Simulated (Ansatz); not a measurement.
**P2F (quartet): the correlation ladder, def2-TZVPP**

One table from this session's results is given with a row withheld; the runs are named, their logs left out.

Method: def2-TZVPP, core rule «outside noble gas», up to 11 orbitals frozen; program: Ansatz 0.2.0, Gaussian basis.

Plan: UHF; ROHF; CCSD(T) on UHF.

### The system

The geometry is a PBE0/def2-TZVP stationary point (not a proven minimum).

3 atoms, charge 0, spin multiplicity 4.

Atoms are counted from 1 here; the program's logs count them from 0.

Bond lengths: F1–P2 1.607 Å, P2–P3 2.278 Å. Angles: F1–P2–P3 98.1°.

The first run:

Input file in.yaml:

```yaml
crystal:
  periodic: [false, false, false]
  atoms:
    - {symbol: F, position_ang: [0.000000, -0.771205, 1.406859]}
    - {symbol: P, position_ang: [0.000000, 0.637627, 0.634340]}
    - {symbol: P, position_ang: [0.000000, -0.164593, -1.497266]}
basis:
  gaussian: {orbitals: def2-TZVPP}
magnetization: {spin_polarized: true, initial_magnetization: 3}
hamiltonian: {xc: hf}
output: {orbitals: {seedname: orbitals}}
```

The run is started by

```bash
> ansatz run in.yaml --threads 1 --pin off --events-out ev --progress --plain --max-ram 4096MiB --backend cpu
```

Steps of the session up to this table: UHF; ROHF; CCSD(T) on UHF.

One table of the session follows, with a row left open; its other results are not shown here.

It belongs to the step «Misses and costs». 

| method | from UCCSD(T) (meV) |
| --- | --- |
| ROHF | +14321.4 |
| UHF | ? |
| UMP2 | +1476.9 |
| UCCSD | +535.4 |
| UCCSD(T) | 0 |

Estimate the missing values for UHF.

The run gave: from UCCSD(T) (meV): +13963.1. In the column «from UCCSD(T) (meV)» it lies between UMP2 (+1476.9) and ROHF (+14321.4).

With the free atoms at the same levels and basis (separate runs), the atomisation energy is 5.645 eV at UCCSD(T), 2.979 eV at ROHF.
